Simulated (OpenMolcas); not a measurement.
# AlNH4 (SMILES [NH2][AlH2]): UHF/STO-3G

Aim: the energy of AlNH4. 

Program for the calculation: OpenMolcas 26.06.

2 further runs of the same task are left out: 2 set aside as unsound or not needed.

## 1. The system as given

AlNH4 has 6 atoms, charge 0, and is taken as a singlet. SMILES: `[NH2][AlH2]`. The N1–H3 distance was set to 1.521 Å, away from the relaxed value. At this shape a bond of the SMILES string is far longer than usual.

Bond lengths: N1–Al2 1.774 Å, N1–H4 1.015 Å, Al2–H5 1.541 Å, Al2–H6 1.541 Å. Angles: N1–Al2–H5 122.2°, N1–Al2–H6 121.7°, Al2–N1–H4 125.8°, H5–Al2–H6 116.2°. A long bond or contact: N1–H3 1.521 Å.

## 2. A single-point energy at UHF/STO-3G

step1.inp

```
&GATEWAY
 BasLib=$CurrDir
 Coord
 6
 bohr
 N     -0.42053587    -1.18677257     0.70875123
 Al    -0.52893056     2.15086171     0.40943751
 H      1.02980625    -3.03257579    -0.94985194
 H     -1.33361374    -2.22340074     2.03934519
 H     -0.30632083     3.48419577    -2.17051108
 H     -0.85774291     3.88413741     2.72728109
 Basis=STO-3G
 Group=NoSym

&SEWARD

&SCF
 UHF
 Scramble=0.25
 PrOrbitals=1 1
```

The basis set STO-3G is read from a file made from the Basis Set Exchange's data (not shown).

Command:

```sh
$ export MOLCAS_MEM=1860
$ pymolcas step1.inp > step1.log
```

What values should one expect? Wanted: total energy; dipole moment; HOMO energy; LUMO energy; HOMO–LUMO gap.

Answer, from the run:

Level: UHF/STO-3G.

| quantity | value |
| --- | --- |
| total energy | -294.95936 Eh |
| dipole moment | 0.41 D |
| HOMO energy | -7.44 eV |
| LUMO energy | 8.50 eV |
| HOMO–LUMO gap | 15.94 eV |

**Reading.** The run may have ended on a state above the lowest.
